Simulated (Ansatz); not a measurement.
Ansatz (an electronic-structure program) input (MP2/aug-cc-pV(T+d)Z): A basis named .json is the Basis Set Exchange file of that set (core-valence sets with the plain set on hydrogen).

Ansatz 0.2 input:
```yaml
crystal:
  periodic: [false, false, false]
  atoms:
    - {symbol: H, position_ang: [-0.00000000, -0.00000000, -0.37201156]}
    - {symbol: H, position_ang: [0.00000000, 0.00000000, 0.37201156]}
basis:
  gaussian:
    orbitals: aug-cc-pV_T+d_Z.json
    fitting: {mean_field: def2-universal-jkfit, correlation: aug-cc-pVQZ-RIFIT.json}
magnetization: {spin_polarized: false}
correlation: {method: mp2, electrons: outside_noble_gas}
```

Output:

```
Functional definition: HF
integrals: 0.00 GiB planned
36 factors; integrals over basis functions are off by at most 1.1e0 eV
160 factors; integrals over basis functions are off by at most 2.6e-2 eV
mean field: 0.04 GiB planned
mean field evaluation 1: about -30.7393 eV, gradient 3.6e0 eV
mean field evaluation 2: about -30.8258 eV, gradient 8.1e-1 eV
mean field evaluation 4: about -30.8305 eV, gradient 3.4e-5 eV
mean field -30.83050963 eV, -1.1330003313 hartree, gradient 1.1e-7 eV, S^2 0.000000; 0 other end points of the search recorded, 0 dependent functions left out
reference -30.83050963 eV, -1.1330003313 hartree; 1, 1 occupied and 45, 45 virtual orbitals, 160 factors
second order -0.87042672 eV of doubles, -0.00000000 eV of singles
Total energy: -31.70093635 eV, -1.1649879233 hartree
```
